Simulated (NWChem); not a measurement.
Species: hydrogen sulfide (H$_{2}$S); SMILES S

```xyz
3

S      0.0000     0.0000     0.1056
H      0.9740     0.0000    -0.8447
H     -0.9740     0.0000    -0.8447
```
Atoms are numbered in this order, from 1.

All runs: NWChem. All runs use the structure optimised with PBE-D3(BJ)/def2-SVP.

**Question.** Order these by “orbital gap (eV)”, lowest first: Hartree-Fock/aug-cc-pVDZ; Hartree-Fock/cc-pVDZ; Hartree-Fock/cc-pVTZ; Hartree-Fock/cc-pVQZ.

**Answer.** Hartree-Fock/aug-cc-pVDZ (11.40), Hartree-Fock/cc-pVQZ (13.32), Hartree-Fock/cc-pVTZ (13.90), Hartree-Fock/cc-pVDZ (14.64)
